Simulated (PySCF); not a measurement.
**Simulated absorption spectrum**

Compound: C₄H₄S.
SMILES: `c1ccsc1`

Level of theory: TDDFT CAM-B3LYP/def2-SVPD, vertical, gas phase, core orbitals frozen in the response (PySCF). Isolated species at its PBE0-D3(BJ)/def2-SVP geometry, gas phase.

Computed states:

| state | E (eV) | f |
| --- | --- | --- |
| S1 | 5.85 | 0.082 |
| S2 | 5.93 | 0.095 |
| S3 | 6.40 | 0.0062 |
| S4 | 6.44 | 0.0000 |
| S5 | 6.83 | 0.0000 |
| S6 | 7.13 | 0.0032 |
| S7 | 7.40 | 0.0000 |
| S8 | 7.60 | 0.061 |
| S9 | 7.69 | 0.0004 |
| S10 | 7.74 | 0.379 |

Each state is given a Gaussian of 0.4 eV full width at half maximum, with ε(max) = 2.175×10⁸ f / Δν̃ (Δν̃ the width in cm⁻¹). The width is an assumption, not a result. The curve ends short of the highest state used, and states not computed would add to its high-energy end.

**Question.** What does the envelope look like, and where are its maxima?

**Answer.** 
| λ (nm) | ε (L mol⁻¹ cm⁻¹) |
| --- | --- |
| 173.7 | 364 |
| 176.5 | 197 |
| 179.2 | 107 |
| 181.9 | 61 |
| 184.6 | 84 |
| 187.3 | 182 |
| 190.0 | 332 |
| 192.7 | 508 |
| 195.4 | 822 |
| 198.1 | 1644 |
| 200.8 | 3442 |
| 203.5 | 6270 |
| 206.3 | 9458 |
| 209.0 | 11423 |
| 211.7 | 11374 |
| 214.4 | 9463 |
| 217.1 | 6664 |
| 219.8 | 4021 |
| 222.5 | 2101 |
| 225.2 | 961 |
| 227.9 | 388 |
| 230.6 | 140 |
| 233.3 | 45 |
| 236.0 | 13 |

Maxima: 210 nm (5.90 eV), ε about 12000, made up of S1 (46%) and S2 (54%) (ε in L mol⁻¹ cm⁻¹; maxima over ε = 5, shares over 10%). At its high-energy end, 7.14 eV, the curve is still rising (ε about 370, from S6, S8 and S10).

**Question.** What would ε be at 5.90 eV, the highest of these maxima, with half the width (0.2 eV)?

**Answer.** About 21400 L mol⁻¹ cm⁻¹ against 11700, a factor of about 1.8; a lone state at its own centre would give exactly 2.

**Question.** On this curve, what absorbance would a 10⁻³ mol/L sample give at 222 nm over a 1 cm path?

**Answer.** 222 nm is 5.585 eV, where ε is about 2400 L mol⁻¹ cm⁻¹, so A = ε c l ≈ 2.4 (Beer–Lambert, with the gas-phase spectrum and the assumed width).

**Question.** Coming from long wavelengths, where does ε first pass 100 L mol⁻¹ cm⁻¹?

**Answer.** At about 231 nm (5.36 eV), 0.49 eV below S1.

The vertical ionisation energy (ΔSCF) is 9.00 eV, 1.26 eV above S10.
